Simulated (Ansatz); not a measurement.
# SiH₃ (doublet): the correlation ladder at distance H1–H2 along a hydrogen transfer = 1.005 Å, cc-pVTZ

Aim: climb from Hartree-Fock through coupled cluster and multireference methods for SiH₃ (doublet) at one geometry and basis, and see what each rung misses.

Computed with Ansatz 0.2.0, Gaussian basis. Level: cc-pVTZ, core rule «outside noble gas», up to 5 orbitals frozen.

Plan: UHF; CCSD(T) on ROHF; CCSD(T) on UHF; BCCD(T) on ROHF; CCSDT(Q) on ROHF; CCSDT(Q) on UHF; CASSCF and NEVPT2, 3 electrons in 3 orbitals; CASSCF and NEVPT2, 7 electrons in 7 orbitals.

6 further runs of the same task are left out: 1 for a mislabelled method, 3 that didn't finish, 2 set aside as unsound or not needed.

### 1 What is computed

The geometry derives from fragments relaxed apart (PBE0/def2-TZVP) and kept rigid, so it is no stationary point. A hydrogen atom is moved between rigid fragments.

4 atoms, charge 0, spin multiplicity 2.

Atoms are counted from 1 here; the program's logs count them from 0.

Bond lengths: Si3–H4 1.532 Å.

In the tables R marks a restricted open-shell determinant and U an unrestricted one; 'pair' is the active space of 3 electrons in 3 orbitals; 'valence' is the active space of 7 electrons in 7 orbitals; energies count from the table's Hartree-Fock row.

### 2 UHF

in.yaml reads:

```yaml
crystal:
  periodic: [false, false, false]
  atoms:
    - {symbol: H, position_ang: [-2.656485, 0.047936, 0.000000]}
    - {symbol: H, position_ang: [-1.651485, 0.047936, 0.000000]}
    - {symbol: Si, position_ang: [0.135515, 0.047936, 0.000000]}
    - {symbol: H, position_ang: [0.531949, -1.431577, 0.000000]}
basis:
  gaussian: {orbitals: cc-pVTZ}
magnetization: {spin_polarized: true, initial_magnetization: 1}
hamiltonian: {xc: hf}
output: {orbitals: {seedname: orbitals}}
```

Launch:

```sh
> ansatz run in.yaml --threads 1 --pin off --events-out ev --progress --plain --max-ram 2393MiB
```

The log of the run:

```text
Functional definition: HF
  name "HF"
  cite "Fock, Z. Phys. 61, 126 (1930) doi:10.1007/BF01340294"
  parent pbe
  exchange = exact_x
  correlation = 0
535 factors; their error is unknown
mean field evaluation 1: about -7904.6700 eV, gradient 6.6e0 eV
mean field evaluation 2: about -7905.2273 eV, gradient 2.2e0 eV
mean field evaluation 4: about -7905.3135 eV, gradient 2.5e-1 eV
mean field evaluation 8: about -7905.3157 eV, gradient 9.9e-2 eV
mean field evaluation 16: about -7904.8682 eV, gradient 6.6e0 eV
mean field evaluation 32: about -7905.3092 eV, gradient 1.0e0 eV
mean field evaluation 64: about -7905.4913 eV, gradient 1.0e0 eV
mean field evaluation 96: about -7904.1148 eV, gradient 6.1e0 eV
mean field evaluation 128: about -7905.4359 eV, gradient 5.4e-2 eV
mean field evaluation 160: about -7905.5113 eV, gradient 1.8e-2 eV
mean field -7905.58497549 eV, -290.5248892513 hartree, gradient 4.9e-6 eV, S^2 1.108400; 6 other end points of the search recorded, 0 dependent functions left out
reference -7905.58497549 eV, -290.5248892513 hartree; 9, 8 occupied and 67, 68 virtual orbitals, 535 factors
Total energy: -7905.58497549 eV, -290.5248892513 hartree
```

Run time: 5.5 s. Hardware: 1 thread of Intel Xeon Platinum 8259CL at 2.50GHz, shared host.

From the report: ⟨S²⟩ of the determinant 1.108 (pure doublet: 0.75).

### 3 CCSD(T) on ROHF

in.yaml, as its differences from that of step 2:

```diff
@@ -9,4 +9,3 @@
   gaussian: {orbitals: cc-pVTZ}
-magnetization: {spin_polarized: true, initial_magnetization: 1}
-hamiltonian: {xc: hf}
-output: {orbitals: {seedname: orbitals}}
+magnetization: {spin_polarized: false, initial_magnetization: 1}
+correlation: {method: ccsd_t, electrons: outside_noble_gas}
```

The command is unchanged.

The log of the run, shortened:

```text
Functional definition: HF
  name "HF"
  cite "Fock, Z. Phys. 61, 126 (1930) doi:10.1007/BF01340294"
  parent pbe
[...]
432 factors; integrals over basis functions are off by at most 1.2e-3 eV
[...]
mean field -7905.37568105 eV, -290.5171978224 hartree, gradient 2.2e-6 eV, S^2 0.750000; 6 other end points of the search recorded, 0 dependent functions left out
[...]
determinant -7905.37568105 eV, -290.5171978224 hartree, with singles and doubles -7909.93005243 eV, -290.6845678837 hartree
determinant -7905.14320319 eV, -290.5086544187 hartree, with singles and doubles -7909.72867227 eV, -290.6771672994 hartree
determinant -7901.98223353 eV, -290.3924909263 hartree, with singles and doubles -7906.72835961 eV, -290.5669078429 hartree
determinant -7905.37568105 eV, -290.5171978224 hartree, with singles and doubles -7909.80480112 eV, -290.6799649831 hartree
determinant -7905.14320319 eV, -290.5086544187 hartree, with singles and doubles -7909.60056396 eV, -290.6724594057 hartree
[...]
5 core orbitals not correlated: weight in the atoms' cores, before any rotation towards them, 1.000 or more for the frozen orbitals, at most 0.000 for the correlated occupied ones
reference -7905.37568105 eV, -290.5171978224 hartree; 4, 3 occupied and 67, 68 virtual orbitals, 432 factors
second order -3.49110983 eV of doubles, -0.07202396 eV of singles
cycle   1  -4.42912035 eV  change   -2.7e-7 eV  update   2.7e-6
perturbative correction -0.14246667 eV, -0.0052355536 hartree
Total energy: -7909.94726807 eV, -290.6852005466 hartree
```

Run time: 19 s. Hardware: 1 thread of Intel Xeon Platinum 8259CL at 2.50GHz, shared host; peak memory 0.28 GiB.

From the report: correlation -4.5716 eV; T1 0.024; largest double amplitude 0.10.

### 4 CCSD(T) on UHF

in.yaml, as its differences from that of step 3:

```diff
@@ -9,3 +9,3 @@
   gaussian: {orbitals: cc-pVTZ}
-magnetization: {spin_polarized: false, initial_magnetization: 1}
+magnetization: {spin_polarized: true, initial_magnetization: 1}
 correlation: {method: ccsd_t, electrons: outside_noble_gas}
```

The command is unchanged.

The log of the run, shortened:

```text
Functional definition: HF
  name "HF"
  cite "Fock, Z. Phys. 61, 126 (1930) doi:10.1007/BF01340294"
  parent pbe
[...]
432 factors; integrals over basis functions are off by at most 1.2e-3 eV
[...]
mean field -7905.58524654 eV, -290.5248992123 hartree, gradient 2.3e-6 eV, S^2 1.108404; 16 other end points of the search recorded, 0 dependent functions left out
determinant -7905.58524654 eV, -290.5248992123 hartree, with singles and doubles -7909.86415521 eV, -290.6821462056 hartree
determinant -7905.55132808 eV, -290.5236527317 hartree, with singles and doubles -7909.73092026 eV, -290.6772499112 hartree
determinant -7905.52505297 eV, -290.5226871395 hartree, with singles and doubles -7909.88637064 eV, -290.6829626076 hartree
determinant -7905.43628746 eV, -290.5194250672 hartree, with singles and doubles -7909.72188344 eV, -290.6769178145 hartree
[...]
determinant -7905.58524654 eV, -290.5248992123 hartree, with singles and doubles -7909.78179452 eV, -290.6791195058 hartree
determinant -7905.55132808 eV, -290.5236527317 hartree, with singles and doubles -7909.72041333 eV, -290.6768637888 hartree
determinant -7905.52505297 eV, -290.5226871395 hartree, with singles and doubles -7909.79146691 eV, -290.6794749596 hartree
determinant -7905.43628746 eV, -290.5194250672 hartree, with singles and doubles -7909.60704399 eV, -290.6726975424 hartree
5 core orbitals not correlated: weight in the atoms' cores, before any rotation towards them, 1.000 or more for the frozen orbitals, at most 0.000 for the correlated occupied ones
reference -7905.52505297 eV, -290.5226871395 hartree; 4, 3 occupied and 67, 68 virtual orbitals, 432 factors
second order -3.22380322 eV of doubles, -0.00000000 eV of singles
cycle   1  -4.26641525 eV  change   -1.3e-6 eV  update   1.9e-6
perturbative correction -0.14848291 eV, -0.0054566465 hartree
Total energy: -7909.93995113 eV, -290.6849316543 hartree
```

It took 36 s on 1 thread of Intel Xeon Platinum 8259CL at 2.50GHz, shared host; peak memory 0.29 GiB.

From the report: ⟨S²⟩ of the determinant 0.968 (pure doublet: 0.75); correlation -4.4149 eV; T1 0.072; largest double amplitude 0.10.

### 5 BCCD(T) on ROHF

in.yaml, as its differences from that of step 4:

```diff
@@ -9,3 +9,3 @@
   gaussian: {orbitals: cc-pVTZ}
-magnetization: {spin_polarized: true, initial_magnetization: 1}
-correlation: {method: ccsd_t, electrons: outside_noble_gas}
+magnetization: {spin_polarized: false, initial_magnetization: 1}
+correlation: {method: bccd_t, electrons: outside_noble_gas}
```

Launched as before.

The log of the run, shortened:

```text
Functional definition: HF
  name "HF"
  cite "Fock, Z. Phys. 61, 126 (1930) doi:10.1007/BF01340294"
  parent pbe
[...]
432 factors; integrals over basis functions are off by at most 1.2e-3 eV
[...]
mean field -7905.37568105 eV, -290.5171978224 hartree, gradient 2.2e-6 eV, S^2 0.750000; 6 other end points of the search recorded, 0 dependent functions left out
[...]
determinant -7905.37568105 eV, -290.5171978224 hartree, with singles and doubles -7909.93005243 eV, -290.6845678837 hartree
determinant -7905.14320319 eV, -290.5086544187 hartree, with singles and doubles -7909.72867227 eV, -290.6771672994 hartree
determinant -7901.98223353 eV, -290.3924909263 hartree, with singles and doubles -7906.72835961 eV, -290.5669078429 hartree
determinant -7905.37568105 eV, -290.5171978224 hartree, with singles and doubles -7909.80480112 eV, -290.6799649831 hartree
determinant -7905.14320319 eV, -290.5086544187 hartree, with singles and doubles -7909.60056396 eV, -290.6724594057 hartree
[...]
5 core orbitals not correlated: weight in the atoms' cores, before any rotation towards them, 1.000 or more for the frozen orbitals, at most 0.000 for the correlated occupied ones
reference -7905.37568105 eV, -290.5171978224 hartree; 4, 3 occupied and 67, 68 virtual orbitals, 432 factors
second order -3.49110983 eV of doubles, -0.07202396 eV of singles
cycle   1  -4.43020747 eV  change   -1.1e-3 eV  update   4.8e-3
[...]
cycle  11  -4.42714911 eV  change   -1.6e-6 eV  update   6.8e-6
perturbative correction -0.14438980 eV, -0.0053062274 hartree
Total energy: -7909.94721997 eV, -290.6851987789 hartree
```

Run time: 18 s. Hardware: 1 thread of Intel Xeon Platinum 8259CL at 2.50GHz, shared host; peak memory 0.3 GiB.

From the report: correlation -4.5715 eV; largest double amplitude 0.10.

### 6 CCSDT(Q) on ROHF

in.yaml, as its differences from that of step 5:

```diff
@@ -10,2 +10,2 @@
 magnetization: {spin_polarized: false, initial_magnetization: 1}
-correlation: {method: bccd_t, electrons: outside_noble_gas}
+correlation: {method: ccsdt_q, electrons: outside_noble_gas}
```

Launched as before.

The log of the run, shortened:

```text
Functional definition: HF
  name "HF"
  cite "Fock, Z. Phys. 61, 126 (1930) doi:10.1007/BF01340294"
  parent pbe
[...]
888 factors; integrals over basis functions are off by at most 2.4e-7 eV
[...]
mean field -7905.37569794 eV, -290.5171984431 hartree, gradient 2.1e-6 eV, S^2 0.750000; 6 other end points of the search recorded, 0 dependent functions left out
[...]
determinant -7905.37569794 eV, -290.5171984431 hartree, with singles and doubles -7909.93008141 eV, -290.6845689487 hartree
determinant -7905.14321736 eV, -290.5086549393 hartree, with singles and doubles -7909.72869635 eV, -290.6771681841 hartree
determinant -7901.98225825 eV, -290.3924918349 hartree, with singles and doubles -7906.72840554 eV, -290.5669095306 hartree
determinant -7905.37569794 eV, -290.5171984431 hartree, with singles and doubles -7909.80480867 eV, -290.6799652605 hartree
determinant -7905.14321736 eV, -290.5086549393 hartree, with singles and doubles -7909.60056636 eV, -290.6724594938 hartree
5 core orbitals not correlated: weight in the atoms' cores, before any rotation towards them, 1.000 or more for the frozen orbitals, at most 0.000 for the correlated occupied ones
reference -7905.37569794 eV, -290.5171984431 hartree; 4, 3 occupied and 67, 68 virtual orbitals, 888 factors
second order -3.49112684 eV of doubles, -0.07202342 eV of singles
cycle   1  -4.13838731 eV  change   -5.7e-1 eV  update   7.7e-2
[...]
cycle  22  -4.60290563 eV  change    3.5e-7 eV  update   4.5e-7
perturbative correction -0.00522406 eV, -0.0001919808 hartree
Total energy: -7909.98382763 eV, -290.6865440856 hartree
```

Run time: 2.2 min. Hardware: 1 thread of Intel Xeon Platinum 8259CL at 2.50GHz, shared host; peak memory 0.88 GiB.

From the report: correlation -4.6081 eV; T1 0.024; largest double amplitude 0.12.

### 7 CCSDT(Q) on UHF

in.yaml, as its differences from that of step 6:

```diff
@@ -9,3 +9,3 @@
   gaussian: {orbitals: cc-pVTZ}
-magnetization: {spin_polarized: false, initial_magnetization: 1}
+magnetization: {spin_polarized: true, initial_magnetization: 1}
 correlation: {method: ccsdt_q, electrons: outside_noble_gas}
```

Same command.

The log of the run, shortened:

```text
Functional definition: HF
  name "HF"
  cite "Fock, Z. Phys. 61, 126 (1930) doi:10.1007/BF01340294"
  parent pbe
[...]
888 factors; integrals over basis functions are off by at most 2.4e-7 eV
[...]
mean field -7905.58526028 eV, -290.5248997173 hartree, gradient 2.5e-6 eV, S^2 1.108401; 16 other end points of the search recorded, 0 dependent functions left out
determinant -7905.58526028 eV, -290.5248997173 hartree, with singles and doubles -7909.86418141 eV, -290.6821471684 hartree
determinant -7905.55134180 eV, -290.5236532360 hartree, with singles and doubles -7909.73094717 eV, -290.6772509001 hartree
determinant -7905.52507226 eV, -290.5226878481 hartree, with singles and doubles -7909.88639576 eV, -290.6829635305 hartree
determinant -7905.43629993 eV, -290.5194255252 hartree, with singles and doubles -7909.72190751 eV, -290.6769186988 hartree
[...]
determinant -7905.55134180 eV, -290.5236532360 hartree, with singles and doubles -7909.72042423 eV, -290.6768641893 hartree
determinant -7905.52507226 eV, -290.5226878481 hartree, with singles and doubles -7909.79147401 eV, -290.6794752208 hartree
determinant -7905.43629993 eV, -290.5194255252 hartree, with singles and doubles -7909.60704633 eV, -290.6726976284 hartree
5 core orbitals not correlated: weight in the atoms' cores, before any rotation towards them, 1.000 or more for the frozen orbitals, at most 0.000 for the correlated occupied ones
reference -7905.52507226 eV, -290.5226878481 hartree; 4, 3 occupied and 67, 68 virtual orbitals, 888 factors
second order -3.22381175 eV of doubles, -0.00000000 eV of singles
cycle   1  -3.79601017 eV  change   -5.7e-1 eV  update   8.4e-2
[...]
cycle  23  -4.45290800 eV  change    3.9e-7 eV  update   6.0e-7
perturbative correction -0.00634764 eV, -0.0002332714 hartree
Total energy: -7909.98432789 eV, -290.6865624701 hartree
```

It took 2.6 min on 1 thread of Intel Xeon Platinum 8259CL at 2.50GHz, shared host; peak memory 0.81 GiB.

From the report: ⟨S²⟩ of the determinant 0.968 (pure doublet: 0.75); correlation -4.4593 eV; T1 0.079; largest double amplitude 0.12.

### 8 CASSCF and NEVPT2, 3 electrons in 3 orbitals

in.yaml, as its differences from that of step 7:

```diff
@@ -9,3 +9,3 @@
   gaussian: {orbitals: cc-pVTZ}
-magnetization: {spin_polarized: true, initial_magnetization: 1}
-correlation: {method: ccsdt_q, electrons: outside_noble_gas}
+magnetization: {spin_polarized: false, initial_magnetization: 1}
+correlation: {method: sc_nevpt2, electrons: outside_noble_gas, active_space: {window: {electrons: 3, orbitals: 3}}}
```

Same command.

The log of the run:

```text
Functional definition: HF
  name "HF"
  cite "Fock, Z. Phys. 61, 126 (1930) doi:10.1007/BF01340294"
  parent pbe
  exchange = exact_x
  correlation = 0
432 factors; integrals over basis functions are off by at most 1.2e-3 eV
mean field evaluation 1: about -7904.8548 eV, gradient 8.4e0 eV
mean field evaluation 2: about -7904.8560 eV, gradient 8.3e0 eV
mean field evaluation 4: about -7905.3738 eV, gradient 5.5e-1 eV
mean field evaluation 8: about -7905.3757 eV, gradient 5.5e-4 eV
mean field evaluation 16: about -7905.1432 eV, gradient 5.6e-6 eV
mean field evaluation 32: about -7905.1432 eV, gradient 2.6e-6 eV
mean field -7905.37568105 eV, -290.5171978224 hartree, gradient 2.2e-6 eV, S^2 0.750000; 5 other end points of the search recorded, 0 dependent functions left out
reference -7905.37568105 eV, -290.5171978224 hartree; 9, 8 occupied and 67, 68 virtual orbitals, 432 factors
state -7906.09152725 eV, -290.5435046853 hartree
state -7906.09152725 eV, -290.5435046853 hartree; corrected -7908.99327345 eV, -290.6501418913 hartree
Total energy: -7908.99327345 eV, -290.6501418913 hartree
```

Run time: 3.6 s. Hardware: 1 thread of Intel Xeon Platinum 8259CL at 2.50GHz, shared host.

From the report: 5 determinants; active occupations 1.94, 1.00, 0.06.

### 9 CASSCF and NEVPT2, 7 electrons in 7 orbitals

in.yaml, as its differences from that of step 8:

```diff
@@ -10,2 +10,2 @@
 magnetization: {spin_polarized: false, initial_magnetization: 1}
-correlation: {method: sc_nevpt2, electrons: outside_noble_gas, active_space: {window: {electrons: 3, orbitals: 3}}}
+correlation: {method: sc_nevpt2, electrons: outside_noble_gas, active_space: {window: {electrons: 7, orbitals: 7}, shells: [{species: H, l: s, shell: 1}, {species: Si, l: s, shell: 3}, {species: Si, l: p, shell: 3}]}}
```

Same command.

The log of the run:

```text
Functional definition: HF
  name "HF"
  cite "Fock, Z. Phys. 61, 126 (1930) doi:10.1007/BF01340294"
  parent pbe
  exchange = exact_x
  correlation = 0
888 factors; integrals over basis functions are off by at most 2.4e-7 eV
mean field evaluation 1: about -7904.8542 eV, gradient 8.3e0 eV
mean field evaluation 2: about -7904.8549 eV, gradient 8.4e0 eV
mean field evaluation 4: about -7905.3736 eV, gradient 5.5e-1 eV
mean field evaluation 8: about -7905.3757 eV, gradient 5.0e-4 eV
mean field evaluation 16: about -7905.1432 eV, gradient 3.9e-6 eV
mean field -7905.37569794 eV, -290.5171984431 hartree, gradient 2.1e-6 eV, S^2 0.750000; 5 other end points of the search recorded, 0 dependent functions left out
reference -7905.37569794 eV, -290.5171984431 hartree; 9, 8 occupied and 67, 68 virtual orbitals, 888 factors
state -7907.09307989 eV, -290.5803110657 hartree
state -7907.09307989 eV, -290.5803110657 hartree; corrected -7909.16304838 eV, -290.6563810048 hartree
Total energy: -7909.16304838 eV, -290.6563810048 hartree
Checks for a lower state left out: starts, orbital_swaps
```

Run time: 6 s. Hardware: 1 thread of Intel Xeon Platinum 8259CL at 2.50GHz, shared host.

From the report: 625 determinants; active occupations 1.98, 1.96, 1.90, 1.00, 0.10, 0.03, 0.03.

### 10 Natural occupations

Natural occupations of the CASSCF valence state about the gap (report; correlated orbitals 1 to 7): 1.979, 1.961, 1.899, 1.000, 0.104, 0.031, 0.026. The count of effectively unpaired electrons, Σ n²(2 − n)², is 1.09; a single determinant of this spin has 1.

### 11 The ladder

The yardstick is UCCSDT(Q), where the cluster series has nearly closed. Rows without a time come out of other runs: HF, MP2 and CCSD of CCSD(T), CCSDT of CCSDT(Q), CASSCF and MRCISD of the multireference runs.

Differences are taken before rounding.

```
        method  energy from the lowest RHF (meV)  from UCCSDT(Q) (meV)     time
           RHF                               0.0               +4608.6         
           UHF                            -209.3               +4399.4    5.5 s
          RMP2                           -3563.1               +1045.5         
          UMP2                           -3373.2               +1235.5         
         RCCSD                           -4429.1                +179.5         
         UCCSD                           -4415.8                +192.9         
      RCCSD(T)                           -4571.6                 +37.1     19 s
      UCCSD(T)                           -4564.3                 +44.4     36 s
       BCCD(T)                           -4571.5                 +37.1     18 s
        RCCSDT                           -4602.9                  +5.7         
        UCCSDT                           -4602.3                  +6.3         
     RCCSDT(Q)                           -4608.1                  +0.5  2.2 min
     UCCSDT(Q)                           -4608.6                     0  2.6 min
   CASSCF pair                            -715.8               +3892.8         
   NEVPT2 pair                           -3617.6                +991.1    3.6 s
CASSCF valence                           -1717.4               +2891.2         
NEVPT2 valence                           -3787.4                +821.3      6 s
```

Among the levels timed on like hardware and quicker than the yardstick, those that no quicker one beats, quickest first: NEVPT2 pair (3.6 s, +991.1 meV); NEVPT2 valence (6 s, +821.3 meV); BCCD(T) (18 s, +37.1 meV); RCCSD(T) (19 s, +37.1 meV); RCCSDT(Q) (2.2 min, +0.5 meV).

### 12 Results

| quantity | value |
| --- | --- |
| UCCSDT(Q) below the RHF energy | -4.6086 eV |
| RMP2 from UCCSDT(Q) | +1045.5 meV |
| UMP2 from UCCSDT(Q) | +1235.5 meV |
| RCCSD from UCCSDT(Q) | +179.5 meV |
| RCCSD(T) from UCCSDT(Q) | +37.1 meV |
| UCCSD(T) from UCCSDT(Q) | +44.4 meV |
| RCCSDT(Q) from UCCSDT(Q) | +0.5 meV |
| NEVPT2 pair from UCCSDT(Q) | +991.1 meV |
| NEVPT2 valence from UCCSDT(Q) | +821.3 meV |
| levels within 1 kcal/mol (43 meV) | RCCSD(T), BCCD(T), RCCSDT, UCCSDT, RCCSDT(Q) |
| T1 diagnostic | 0.024 |
| effectively unpaired electrons | 1.09 |

**Reading.** RCCSD(T) misses by +37.1 meV, 0.8 % of the correlation energy. One determinant dominates. Of the multireference levels listed NEVPT2 valence comes nearest in total energy (+821.3 meV), which doesn't show that its space is the better one. Coupled cluster took another determinant than the lowest Hartree-Fock one. These misses are within one basis, not against nature; the frozen cores of restricted and unrestricted runs differ, which can shift their rows.

For cost: RCCSDT(Q) gets within 0.5 meV in 2.2 min, where UCCSDT(Q) took 2.6 min; the quickest level in the cost chart, NEVPT2 pair, takes 3.6 s and misses by 991.1 meV.
